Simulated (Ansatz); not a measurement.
System: BeH, net charge 1, singlet state. SMILES: [BeH+]
Geometry: optimised at B3LYP-D3(BJ)/def2-TZVP (Ansatz, an electronic-structure program).

Quantity: vertical ionisation energy (to the doublet state of charge +2; each state is the SCF solution reached for its spin), in eV. Valence correlation only, unless marked. Open shells are spin-unrestricted. No spin-orbit coupling. Non-relativistic. CBS marks a two-point X^-3 extrapolation of the correlation energy; Hartree-Fock from the larger set.

CCSD(T)/CBS(def2-TZVPPD,def2-QZVPPD) (Ansatz) gives 20.48 eV.

**Question.** Another calculation gave 20.62 eV. Which level was it?
(A) PBE0/def2-TZVPD (Ansatz)
(B) wB97X-V/def2-TZVPD (Ansatz)
(C) r2SCAN/def2-TZVPD (Ansatz)
(D) B3LYP/def2-TZVPD (Ansatz)

**Answer.** B, wB97X-V/def2-TZVPD (Ansatz). The others give 20.77 (B3LYP), 20.50 (PBE0), 20.33 (r2SCAN) eV.
